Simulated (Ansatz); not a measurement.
What does this script print? It uses Ansatz 0.2.0, Python API.

`disp_c4h9cl.py`
```python
import ansatz as az

BASIS_SET = "def2-SVP"

geometry_ang = [
    ("C", (-0.6175, 1.2735, -0.3014)),
    ("C", (0.034, -0.1094, -0.3784)),
    ("C", (-0.9009, -1.1529, 0.2378)),
    ("C", (1.3934, -0.1536, 0.3292)),
    ("Cl", (2.5996, 0.8857, -0.4686)),
    ("H", (-0.7457, 1.5938, 0.7382)),
    ("H", (-1.6054, 1.2625, -0.7746)),
    ("H", (-0.0187, 2.0296, -0.8182)),
    ("H", (0.1724, -0.3671, -1.4363)),
    ("H", (-0.4716, -2.1571, 0.155)),
    ("H", (-1.868, -1.1614, -0.2761)),
    ("H", (-1.0822, -0.9478, 1.2985)),
    ("H", (1.3108, 0.1743, 1.3705)),
    ("H", (1.7998, -1.17, 0.3243)),
]
system = az.Crystal.molecule()
for symbol, xyz in geometry_ang:
    system = system.atom(symbol, xyz)

model = system.calculation().basis(gaussian=BASIS_SET).accuracy("high")
for name in ["pbe0", "blyp"]:
    for correction in ("d3bj", "d4"):
        summary = model.functional(name, dispersion=correction).run(threads=1).report
        print(f"{name:8s} {correction:5s} total {summary['free_energy_ev']:.5f} eV, of which dispersion {1000 * summary['dispersion']['energy']['ev']:.2f} meV")
```

```console
$ python disp_c4h9cl.py
pbe0     d3bj  total -16801.84037 eV, of which dispersion -266.94 meV
pbe0     d4    total -16801.81410 eV, of which dispersion -240.67 meV
blyp     d3bj  total -16808.28577 eV, of which dispersion -646.71 meV
blyp     d4    total -16808.27650 eV, of which dispersion -637.43 meV
```

The settings weren't tested for convergence. The geometry is a force-field or estimated start, not a minimum of this method, and the basis set is short of its limit. D4 holds the three-body term, and d3bj doesn't. Timing: 60 s on 1 thread of Arm Neoverse V1, with other jobs on the host, peak memory 0.59 GiB.
